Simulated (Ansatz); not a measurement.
## C₃H₆O, SMILES OC1CC1: a single point in a Gaussian basis

Program: Ansatz 0.2.0 through its Python package.

`energy_c3h6o.py`:
```python
'''Electronic structure of the C3H6O molecule.'''

import logging
import sys

import ansatz
from ase import Atoms
import numpy as np

logging.basicConfig(stream=sys.stdout, format='[%(levelname)s] %(message)s')
log = logging.getLogger('c3h6o')
log.setLevel(logging.INFO)

atoms = Atoms(['O', 'C', 'C', 'C', 'H', 'H', 'H', 'H', 'H', 'H'], positions=[
    (-0.5754, 0.9301, -1.2759),
    (-0.5715, 0.3523, 0.0011),
    (0.1506, -0.94, 0.0512),
    (0.8676, 0.3202, 0.6259),
    (-1.3565, 0.61, -1.8327),
    (-1.4174, 0.4997, 0.6639),
    (-0.136, -1.6935, 0.7654),
    (0.6427, -1.3205, -0.8582),
    (0.8613, 0.4236, 1.7485),
    (1.6177, 0.7669, 0.1136),
])
geometry = ansatz.Crystal.molecule_from_ase(atoms)

setup = (
    geometry.calculation()
    .basis(gaussian='def2-SVP')
    .correlation('ccsd_t')
    .forces()
)
try:
    data = setup.run(threads=1).report
except ansatz.AnsatzError as error:
    sys.exit(f'{type(error).__name__}: {error}')

for key in ('converged', 'free_energy_ev', 'reference_energy_ev', 'n_frozen', 'n_occupied', 'n_virtual'):
    log.info(f'{key:22s} {data[key]}')

print('correlation energy', round(data['free_energy_ev'] - data['reference_energy_ev'], 5), 'eV')
cluster = data['correlation'].get('coupled_cluster')
if cluster:
    print('cycles', cluster['cycles'], ' T1 diagnostic', round(cluster['t1_diagnostic'], 4), ' largest double', round(cluster['largest_double'], 4))

state = data['mean_field']['state']
log.info(f'mean field: {state["energy"]["hartree"]:.7f} Ha, <S^2> = {abs(state["spin_squared"]):.4f}, stability: {state.get("stability", {}).get("kind")}')

symbols = [site.symbol for site in geometry.cartesian_sites]
log.info('forces (eV/A)')
for symbol, f in zip(symbols, data['forces_ev_ang']):
    log.info(f'  {symbol:2s} {f[0]:9.4f} {f[1]:9.4f} {f[2]:9.4f}')

charges = data['charge_distribution']
dipole = np.array(charges['dipole_moment_e_ang']) * 4.803205
log.info('dipole (D): {:.3f} {:.3f} {:.3f}, length {:.3f}'.format(*dipole, np.linalg.norm(dipole)))
log.info('atom  Mulliken   Lowdin')
for symbol, m, l in zip(symbols, charges['mulliken_charges_e'], charges['lowdin_charges_e']):
    log.info(f'{symbol:4s} {m:9.3f} {l:8.3f}')
```

```console
$ python energy_c3h6o.py
[INFO] converged              True
[INFO] free_energy_ev         -5235.868083189411
[INFO] reference_energy_ev    -5217.824157217339
[INFO] n_frozen               4
[INFO] n_occupied             [12, 12]
[INFO] n_virtual              [70, 70]
correlation energy -18.04393 eV
cycles 10  T1 diagnostic 0.0086  largest double 0.0468
[INFO] mean field: -191.7515010 Ha, <S^2> = 0.0000, stability: minimum
[INFO] forces (eV/A)
[INFO]   O    -1.7153    0.3093   -1.0795
[INFO]   C     2.0050   -0.1384   -0.9377
[INFO]   C     1.6160    0.2851    0.4238
[INFO]   C    -5.1463   -2.0675    2.5808
[INFO]   H     1.5175    0.3491    1.4605
[INFO]   H    -0.4296    0.2583    0.1881
[INFO]   H    -0.2055   -0.5267    0.4239
[INFO]   H    -0.5304    0.0963   -0.0018
[INFO]   H     0.2447   -0.0925   -1.0654
[INFO]   H     2.6439    1.5270   -1.9928
[INFO] dipole (D): -1.245 -0.999 0.165, length 1.604
[INFO] atom  Mulliken   Lowdin
[INFO] O       -0.365    0.062
[INFO] C        0.108   -0.054
[INFO] C       -0.077   -0.033
[INFO] C       -0.096   -0.006
[INFO] H        0.194    0.024
[INFO] H        0.035   -0.009
[INFO] H        0.042   -0.000
[INFO] H        0.059    0.017
[INFO] H        0.058    0.021
[INFO] H        0.043   -0.021
```

Caveats:
- Total energies depend on the basis set; only differences at equal settings carry meaning.
- The geometry is a force-field or estimated start, not a minimum of this method, and the basis set is short of its limit.
- The Löwdin charges here are taken after orthogonalising the functions within each atom; they differ from plain Löwdin charges, and their signs can be unphysical.
- Inner cores stay frozen, so this is valence correlation.
- S² is that of the Hartree-Fock reference.
- Wall time of the script: 25 s on 1 thread of Arm Neoverse V2, on a shared host, peak memory 0.51 GiB.
